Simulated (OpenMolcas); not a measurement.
# BNH3 (SMILES B[NH]): name the method

BNH3: 5 atoms, total charge 0, spin state doublet. SMILES: `B[NH]`. Geometry: relaxed at PBE0-D4/def2-TZVP.

```jsonl
{"atom": "B", "x (Å)": "-0.3108", "y (Å)": "-0.3701", "z (Å)": "-0.0916"}
{"atom": "N", "x (Å)": "0.5312", "y (Å)": "0.6552", "z (Å)": "-0.0198"}
{"atom": "H", "x (Å)": "-0.4148", "y (Å)": "-1.1074", "z (Å)": "0.8625"}
{"atom": "H", "x (Å)": "-0.9641", "y (Å)": "-0.5731", "z (Å)": "-1.0819"}
{"atom": "H", "x (Å)": "1.2084", "y (Å)": "1.3217", "z (Å)": "0.2893"}
```

A calculation with OpenMolcas 26.06 gave:

```
total energy  : -80.2613 Eh
dipole moment : 1.83 D
HOMO energy   : -4.69 eV
LUMO energy   : -0.89 eV
⟨S²⟩          : 0.763
```

Which of these levels gave the numbers?
A. SVWN5/STO-3G
B. r2SCAN/STO-3G
C. PBE/STO-3G
D. PBE0/STO-3G

B. The others give -79.5310 Eh (SVWN5/STO-3G), -80.1879 Eh (PBE/STO-3G), -80.2066 Eh (PBE0/STO-3G).
